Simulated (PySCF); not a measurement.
PySCF input (PBE/aug-cc-pV(T+d)Z):

```python
import numpy as np, basis_set_exchange as bse
from pyscf import gto, scf, dft, df, tdscf

basis = {'C': gto.basis.parse(bse.get_basis('aug-cc-pV(T+d)Z', elements=['C'], fmt='nwchem')), 'H': gto.basis.parse(bse.get_basis('aug-cc-pV(T+d)Z', elements=['H'], fmt='nwchem')), 'Si': gto.basis.parse(bse.get_basis('aug-cc-pV(T+d)Z', elements=['Si'], fmt='nwchem'))}
mol = gto.M(
    atom='''
    C     0.00340141   -0.00638779   -1.24205632
    Si   -0.00173623    0.00326060    0.63399891
    H     0.01183572   -1.02821844   -1.62563804
    H    -0.88242631    0.49513333   -1.63592148
    H     0.88398944    0.50792232   -1.63114986
    H    -0.01319887    1.39426270    1.14918674
    H    -1.20047879   -0.69691575    1.15669009
    H     1.20417751   -0.67950585    1.16318579
    ''',
    basis=basis,
    charge=0,
    verbose=4,
    max_memory=8640,
)
mf = dft.RKS(mol, xc='pbe')
mf.grids.level = 3
mf = mf.density_fit(auxbasis=df.autoaux(mol))
mf.conv_tol = 1e-9
mf.max_cycle = 100
print('smallest overlap eigenvalue', np.linalg.eigvalsh(mol.intor('int1e_ovlp'))[0])
mf.kernel()
dip = mf.dip_moment()
td = tdscf.TDA(mf)
td.nstates = 4
td.kernel()
td.analyze()
osc = td.oscillator_strength()
```

Output:

```
PySCF version 2.14.0

[INPUT] verbose = 4
[INPUT] num. atoms = 8
[INPUT] num. electrons = 26
[INPUT] charge = 0
[INPUT] spin (= nelec alpha-beta = 2S) = 0
[INPUT] symmetry False subgroup None
[INPUT] Mole.unit = angstrom
[INPUT] Symbol           X                Y                Z      unit          X                Y                Z       unit  Magmom
[INPUT]  1 C      0.003401410000  -0.006387790000  -1.242056320000 AA    0.006427733337  -0.012071173641  -2.347146276085 Bohr   0.0
[INPUT]  2 Si    -0.001736230000   0.003260600000   0.633998910000 AA   -0.003280999189   0.006161641002   1.198084303173 Bohr   0.0
[INPUT]  3 H      0.011835720000  -1.028218440000  -1.625638040000 AA    0.022366269287  -1.943051247828  -3.072010673275 Bohr   0.0
[INPUT]  4 H     -0.882426310000   0.495133330000  -1.635921480000 AA   -1.667544051011   0.935666388844  -3.091443558493 Bohr   0.0
[INPUT]  5 H      0.883989440000   0.507922320000  -1.631149860000 AA    1.670497938608   0.959834077354  -3.082426503523 Bohr   0.0
[INPUT]  6 H     -0.013198870000   1.394262700000   1.149186740000 AA   -0.024942249454   2.634774648697   2.171648204582 Bohr   0.0
[INPUT]  7 H     -1.200478790000  -0.696915750000   1.156690090000 AA   -2.268576131449  -1.316979899396   2.185827481099 Bohr   0.0
[INPUT]  8 H      1.204177510000  -0.679505850000   1.163185790000 AA    2.275565699261  -1.284079956540   2.198102575086 Bohr   0.0

nuclear repulsion = 62.8175728634908
number of shells = 52
number of NR pGTOs = 288
number of NR cGTOs = 239
basis = {'C': [[0, [8236.0, 0.000531, 0.0, -0.000113, 0.0], [1235.0, 0.004108, 0.0, -0.000878, 0.0], [280.8, 0.021087, 0.0, -0.00454, 0.0], [79.27, 0.081853, 0.0, -0.018133, 0.0], [25.59, 0.234817, 0.0, -0.05576, 0.0], [8.997, 0.434401, 0.0, -0.126895, 0.0], [3.319, 0.346129, 0.0, -0.170352, 0.0], [0.9059, 0.039378, 1.0, 0.140382, 0.0], [0.3643, -0.008983, 0.0, 0.598684, 0.0], [0.1285, 0.002385, 0.0, 0.395389, 1.0]], [0, [0.04402, 1.0]], [1, [18.71, 0.0, 0.014031, 0.0], [4.133, 0.0, 0.086866, 0.0], [1.2, 0.0, 0.290216, 0.0], [0.3827, 1.0, 0.501008, 0.0], [0.1209, 0.0, 0.343406, 1.0]], [1, [0.03569, 1.0]], [2, [1.097, 1.0, 0.0], [0.318, 0.0, 1.0]], [2, [0.1, 1.0]], [3, [0.761, 1.0]], [3, [0.268, 1.0]]], 'H': [[0, [33.87, 0.0, 0.006068, 0.0], [5.095, 0.0, 0.045308, 0.0], [1.159, 0.0, 0.202822, 0.0], [0.3258, 1.0, 0.503903, 0.0], [0.1027, 0.0, 0.383421, 1.0]], [0, [0.02526, 1.0]], [1, [1.407, 1.0, 0.0], [0.388, 0.0, 1.0]], [1, [0.102, 1.0]], [2, [1.057, 1.0]], [2, [0.247, 1.0]]], 'Si': [[0, [254900.0, 6.25101e-05, -1.6637e-05, 0.0, 4.26257e-06, 0.0], [38190.0, 0.000485553, -0.00012931, 0.0, 3.31062e-05, 0.0], [8690.0, 0.00254516, -0.000678828, 0.0, 0.000174015, 0.0], [2462.0, 0.0105866, -0.00284117, 0.0, 0.000727574, 0.0], [804.8, 0.0368787, -0.0100551, 0.0, 0.00258333, 0.0], [291.3, 0.107479, -0.0305774, 0.0, 0.00786354, 0.0], [113.6, 0.247936, -0.0777256, 0.0, 0.0202155, 0.0], [46.75, 0.390927, -0.154236, 0.0, 0.040732, 0.0], [19.82, 0.302026, -0.180368, 0.0, 0.0499358, 0.0], [7.708, 0.0559236, 0.0798218, 0.0, -0.0249396, 0.0], [3.34, -0.00402406, 0.547441, 0.0, -0.19035, 0.0], [1.402, 0.0025803, 0.480119, 0.0, -0.31835, 0.0], [0.4387, -0.00103821, 0.0474846, 1.0, 0.0948036, 0.0], [0.207, 0.00060793, -0.0106996, 0.0, 0.68118, 0.0], [0.07944, -0.000154022, 0.00219871, 0.0, 0.395672, 1.0]], [0, [0.033, 1.0]], [1, [481.5, 0.00192045, 0.0, -0.00040522, 0.0], [113.9, 0.0153552, 0.0, -0.00335896, 0.0], [36.23, 0.0713991, 0.0, -0.015286, 0.0], [13.34, 0.213052, 0.0, -0.0489218, 0.0], [5.252, 0.390354, 0.0, -0.0855008, 0.0], [2.12, 0.393721, 0.0, -0.112137, 0.0], [0.8561, 0.132565, 1.0, 0.0618274, 0.0], [0.2528, 0.0039563, 0.0, 0.551919, 0.0], [0.07889, 0.000331624, 0.0, 0.523492, 1.0]], [1, [0.0237, 1.0]], [2, [2.303, 1.0, 0.0, 0.0], [0.476, 0.0, 1.0, 0.0], [0.16, 0.0, 0.0, 1.0]], [2, [0.0551, 1.0]], [3, [0.336, 1.0]], [3, [0.125, 1.0]]]}
ecp = {}
ETB for C: l = 0, exps = 0.07138 * 1.8^n , n = 0..15
ETB for C: l = 1, exps = 0.07138 * 1.8^n , n = 0..12
ETB for C: l = 2, exps = 0.07138 * 1.8^n , n = 0..11
ETB for C: l = 3, exps = 0.13569 * 2.2^n , n = 0..6
ETB for C: l = 4, exps = 0.2 * 2.2^n , n = 0..4
ETB for H: l = 0, exps = 0.05052 * 1.8^n , n = 0..12
ETB for H: l = 1, exps = 0.12725999999999998 * 2^n , n = 0..5
ETB for H: l = 2, exps = 0.204 * 2.2^n , n = 0..4
ETB for H: l = 3, exps = 0.349 * 2.2^n , n = 0..3
ETB for Si: l = 0, exps = 0.0474 * 1.8^n , n = 0..19
ETB for Si: l = 1, exps = 0.0474 * 1.8^n , n = 0..16
ETB for Si: l = 2, exps = 0.0474 * 1.8^n , n = 0..15
ETB for Si: l = 3, exps = 0.07880000000000001 * 2.2^n , n = 0..9
ETB for Si: l = 4, exps = 0.1102 * 2.2^n , n = 0..5
smallest overlap eigenvalue 1.4781056717573859e-05

******** <class 'pyscf.df.df_jk.DFRKS'> ********
method = DFRKS
initial guess = minao
damping factor = 0
level_shift factor = 0
DIIS = <class 'pyscf.scf.diis.CDIIS'>
diis_start_cycle = 1
diis_space = 8
diis_damp = 0
SCF conv_tol = 1e-09
SCF conv_tol_grad = None
SCF max_cycles = 100
direct_scf = False
XC library pyscf.dft.libxc version 7.1.2
    S. Lehtola, C. Steigemann, M. J. T. Oliveira, and M. A. L. Marques,  SoftwareX 7, 1–5 (2018)
XC functionals = pbe
    J. P. Perdew, K. Burke, and M. Ernzerhof,  Phys. Rev. Lett. 77, 3865 (1996)
    J. P. Perdew, K. Burke, and M. Ernzerhof,  Phys. Rev. Lett. 78, 1396 (1997)
    J. P. Perdew, K. Burke, and M. Ernzerhof,  Phys. Rev. Lett. 77, 3865 (1996)
    J. P. Perdew, K. Burke, and M. Ernzerhof,  Phys. Rev. Lett. 78, 1396 (1997)
radial grids:
    Treutler-Ahlrichs [JCP 102, 346 (1995); DOI:10.1063/1.469408] (M4) radial grids

becke partition: Becke, JCP 88, 2547 (1988); DOI:10.1063/1.454033
pruning grids: <function nwchem_prune>
grids dens level: 3
symmetrized grids: False
atomic radii adjust function: <function treutler_atomic_radii_adjust>
small_rho_cutoff = 0
Set gradient conv threshold to 3.16228e-05
Initial guess from minao.
tot grids = 92152
init E= -330.782527212198
  HOMO = -0.349069086802954  LUMO = -0.0471388236117303  gap/eV = 8.21594
cycle= 1 E= -330.961840301509  delta_E= -0.179  |g|= 0.444  |ddm|= 5.79
  HOMO = -0.211555960098224  LUMO = -0.00955160568478419  gap/eV = 5.49682
cycle= 2 E= -330.885801997756  delta_E= 0.076  |g|= 0.672  |ddm|= 2.17
  HOMO = -0.286854628226873  LUMO = -0.0240427357014354  gap/eV = 7.15148
cycle= 3 E= -331.011055406771  delta_E= -0.125  |g|= 0.0557  |ddm|= 1.21
  HOMO = -0.290371598412344  LUMO = -0.0242304380441389  gap/eV = 7.24207
cycle= 4 E= -331.012040235053  delta_E= -0.000985  |g|= 0.00906  |ddm|= 0.15
  HOMO = -0.290760668931807  LUMO = -0.0243356937694621  gap/eV = 7.24979
cycle= 5 E= -331.012065651756  delta_E= -2.54e-05  |g|= 0.00154  |ddm|= 0.0166
  HOMO = -0.290499319231307  LUMO = -0.0242683080364881  gap/eV = 7.24451
cycle= 6 E= -331.012066278322  delta_E= -6.27e-07  |g|= 0.000398  |ddm|= 0.00413
  HOMO = -0.290534704730043  LUMO = -0.0242775157530648  gap/eV = 7.24523
cycle= 7 E= -331.012066327813  delta_E= -4.95e-08  |g|= 0.000132  |ddm|= 0.00108
  HOMO = -0.2905219361857  LUMO = -0.0242746993370417  gap/eV = 7.24496
cycle= 8 E= -331.012066332607  delta_E= -4.79e-09  |g|= 1.75e-05  |ddm|= 0.000287
  HOMO = -0.290525473943315  LUMO = -0.0242762989465781  gap/eV = 7.24501
cycle= 9 E= -331.012066332694  delta_E= -8.66e-11  |g|= 2.15e-06  |ddm|= 4.99e-05
  HOMO = -0.290525026738832  LUMO = -0.0242761109554639  gap/eV = 7.24500
Extra cycle  E= -331.012066332696  delta_E= -1.93e-12  |g|= 1.82e-06  |ddm|= 9.43e-06
converged SCF energy = -331.012066332696
Dipole moment(X, Y, Z, Debye):  0.00224, -0.00422, -0.81817

******** <class 'pyscf.tdscf.rks.TDA'> for <class 'pyscf.df.df_jk.DFRKS'> ********
nstates = 4 singlet
deg_eia_thresh = 1.000e-03
wfnsym = None
conv_tol = 1e-05
eigh lindep = 1e-12
eigh level_shift = 0
eigh max_cycle = 100
chkfile = tmph72u4ipx

Excitation energies (eV)
[7.38348961 7.41031951 7.41032064 7.94895611]

** Singlet excitation energies and oscillator strengths **
Excited State   1:      7.38349 eV    167.92 nm  f=0.0529
      13 -> 14        0.69545
Excited State   2:      7.41032 eV    167.31 nm  f=0.0106
      11 -> 14        0.60911
      12 -> 14       -0.35320
Excited State   3:      7.41032 eV    167.31 nm  f=0.0106
      11 -> 14       -0.35320
      12 -> 14       -0.60911
Excited State   4:      7.94896 eV    155.98 nm  f=0.1716
      13 -> 15       -0.68155
      13 -> 20       -0.12040

** Transition electric dipole moments (AU) **
state          X           Y           Z        Dip. S.      Osc.
  1         0.0015     -0.0028     -0.5407      0.2924      0.0529
  2         0.0660     -0.2328      0.0014      0.0586      0.0106
  3         0.2328      0.0660      0.0003      0.0586      0.0106
  4         0.0026     -0.0048     -0.9386      0.8810      0.1716

** Transition velocity dipole moments (imaginary part, AU) **
state          X           Y           Z        Dip. S.      Osc.
  1         0.0003     -0.0006     -0.1168      0.0136      0.0335
  2         0.0120     -0.0422      0.0003      0.0019      0.0047
  3         0.0422      0.0120      0.0000      0.0019      0.0047
  4         0.0007     -0.0012     -0.2424      0.0588      0.1342

** Transition magnetic dipole moments (imaginary part, AU) **
state          X           Y           Z
  1        -0.0002      0.0000     -0.0000
  2        -0.9853     -0.2794     -0.0013
  3         0.2794     -0.9853      0.0058
  4        -0.0000      0.0000     -0.0000
```
